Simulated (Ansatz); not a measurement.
Zinc-blende HgTe: band gap by level of theory

No measured value is used here.

```json
[
 {"level (code)": "LDA+SOC (Ansatz)", "value (eV)": "0.00", "cell (Å³/atom)": "33.59"},
 {"level (code)": "revPBE (Ansatz)", "value (eV)": "0.00", "cell (Å³/atom)": "38.05"},
 {"level (code)": "PBE-D3(BJ) (Ansatz)", "value (eV)": "0.00", "cell (Å³/atom)": "35.05"},
 {"level (code)": "Hartree–Fock (Ansatz)", "value (eV)": "5.52", "cell (Å³/atom)": "33.59"}
]
```

Computed values are for a static lattice. Levels without +SOC have no spin–orbit coupling; where heavier elements are present it shifts gaps, mostly down, and can invert bands. A gap of zero means that the bands touch or overlap; how far they overlap is not shown.  revPBE: the cell is over a tenth larger than the published one: the level's own overestimate first of all, though another phase or state, or a fault of the published cell, is possible. Values are at the measured cell; revPBE at the level's own equilibrium cell; PBE-D3(BJ) at the level's own relaxed cell. Cutoffs and k meshes differ between the levels. Ansatz's density-functional and Hartree–Fock values are scalar-relativistic unless marked +SOC, with PAW data made under PBE.

Ansatz is a first-principles code.
